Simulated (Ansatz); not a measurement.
Process, species as SMILES: CCl (CH3-Cl) + [H][H] (H2) → C (CH4) + Cl (HCl)
B3LYP-D3(BJ)/def2-TZVP geometries, fixed; electronic energies without zero-point terms.

Basis-set convergence of the energy of full hydrogenation at PBE with Ansatz (a quantum-chemistry and plane-wave program). Cartesian d functions, on some or all atoms, in 6-31G*, 6-31+G*, 6-311G**, 6-311+G**; all else is spherical. The program fits the integrals of some runs and decomposes those of others, by size. No added dispersion term, no relativity. Functions are those of the species that has most. Reference: the value in pcseg-4, -21.85 kcal/mol, itself unsure by roughly 0.01 kcal/mol (its mean distance from aug-pcseg-3, aug-cc-pV(Q+d)Z, cc-pV(5+d)Z). Deviations are taken from unrounded values.

```tsv
basis	functions	energy of full hydrogenation (kcal/mol)
6-31G*	40	-17.71
6-31+G*	48	-18.79
def2-SVP	47	-22.59
def2-SVPD	71	-24.07
pcseg-1	47	-22.48
aug-pcseg-1	77	-22.22
cc-pV(D+d)Z	52	-22.05
aug-cc-pV(D+d)Z	82	-23.07
6-311G**	63	-22.08
6-311+G**	71	-21.98
def2-TZVP	86	-21.10
def2-TZVPD	110	-21.48
pcseg-2	106	-21.89
aug-pcseg-2	165	-21.89
cc-pV(T+d)Z	111	-21.89
aug-cc-pV(T+d)Z	170	-21.98
def2-TZVPP	115	-21.77
def2-TZVPPD	139	-21.96
cc-pV(Q+d)Z	209	-21.84
aug-cc-pV(Q+d)Z	307	-21.86
def2-QZVPP	217	-21.88
def2-QZVPPD	241	-21.91
pcseg-3	223	-21.87
aug-pcseg-3	321	-21.87
```

What the diffuse functions change, pair by pair:
- 6-31G* to 6-31+G*: 8 more functions, deviation 4.14 to 3.07 kcal/mol
- def2-SVP to def2-SVPD: 24 more functions, deviation -0.73 to -2.22 kcal/mol
- pcseg-1 to aug-pcseg-1: 30 more functions, deviation -0.63 to -0.37 kcal/mol
- cc-pV(D+d)Z to aug-cc-pV(D+d)Z: 30 more functions, deviation -0.19 to -1.22 kcal/mol
- 6-311G** to 6-311+G**: 8 more functions, deviation -0.22 to -0.13 kcal/mol
- def2-TZVP to def2-TZVPD: 24 more functions, deviation 0.75 to 0.37 kcal/mol
- pcseg-2 to aug-pcseg-2: 59 more functions, deviation -0.04 to -0.03 kcal/mol
- cc-pV(T+d)Z to aug-cc-pV(T+d)Z: 59 more functions, deviation -0.04 to -0.13 kcal/mol
- def2-TZVPP to def2-TZVPPD: 24 more functions, deviation 0.09 to -0.10 kcal/mol
- cc-pV(Q+d)Z to aug-cc-pV(Q+d)Z: 98 more functions, deviation 0.01 to -0.01 kcal/mol
- def2-QZVPP to def2-QZVPPD: 24 more functions, deviation -0.02 to -0.06 kcal/mol
- pcseg-3 to aug-pcseg-3: 98 more functions, deviation -0.01 to -0.02 kcal/mol

They bring the value nearer the reference by more than 0.01 kcal/mol in 4 of 12 pairs.
